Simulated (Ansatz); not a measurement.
Input file:

```yaml
crystal:
  periodic: [false, false, false]
  atoms:
    - {symbol: Ga, position_ang: [0.000000, 0.266084, 1.711450]}
    - {symbol: Ga, position_ang: [0.000000, 0.262906, -1.608935]}
    - {symbol: P, position_ang: [0.000000, -1.233398, -0.141295]}
    - {symbol: H, position_ang: [0.000000, 1.309756, -2.749404]}
basis:
  gaussian: {orbitals: cc-pVDZ}
magnetization: {spin_polarized: false, initial_magnetization: 2}
hamiltonian: {xc: hf}
accuracy: high
scf: {lower_state_search: off}
output: {forces: true, orbitals: {seedname: orbitals}}
```

```sh
$ ansatz run in.yaml --threads 1 --pin off --events-out ev --progress --plain --max-ram 2393MiB
```

Output:

```
these checks for a lower state are left out or cut short: stability, starts, cluster_reference, orbital_swaps, neighbouring_geometries, increment
1626 factors; integrals over basis functions are off by at most 4.4e-9 eV
mean field evaluation 1: about -113951.7599 eV, gradient 1.3e1 eV
mean field evaluation 2: about -113951.7722 eV, gradient 1.3e1 eV
mean field evaluation 4: about -113952.7927 eV, gradient 2.0e0 eV
mean field evaluation 8: about -113952.9091 eV, gradient 5.0e-1 eV
mean field evaluation 16: about -113952.9747 eV, gradient 1.9e-8 eV
mean field -113952.97465128 eV, -4187.6945783342 hartree, gradient 2.8e-8 eV, S^2 2.000000; 0 other end points of the search recorded, 0 dependent functions left out
the calculation of the forces begins
reference -113952.97465128 eV, -4187.6945783342 hartree; 40, 38 occupied and 37, 39 virtual orbitals, 1626 factors
Total energy: -113952.97465128 eV, -4187.6945783342 hartree
Atom 0 at     0.000000     0.266084     1.711450 Å, force     0.000000     0.069539    -0.880191 eV/Å
Atom 1 at     0.000000     0.262906    -1.608935 Å, force    -0.000000     1.291420    -0.346398 eV/Å
Atom 2 at     0.000000    -1.233398    -0.141295 Å, force    -0.000000    -1.389263     1.227444 eV/Å
Atom 3 at     0.000000     1.309756    -2.749404 Å, force     0.000000     0.028305    -0.000855 eV/Å
Dipole moment:    -0.000000     0.428051    -0.416415 e Å
Checks for a lower state left out: stability, starts, cluster_reference, orbital_swaps, neighbouring_geometries, increment
```

Forces (eV/Å):
```
Ga   0.000  0.070 -0.880
Ga   0.000  1.291 -0.346
P    0.000 -1.389  1.227
H    0.000  0.028 -0.001
```

Ran on 1 thread of Arm Neoverse V1, shared host: 9 s wall, 0.25 GiB peak host memory.
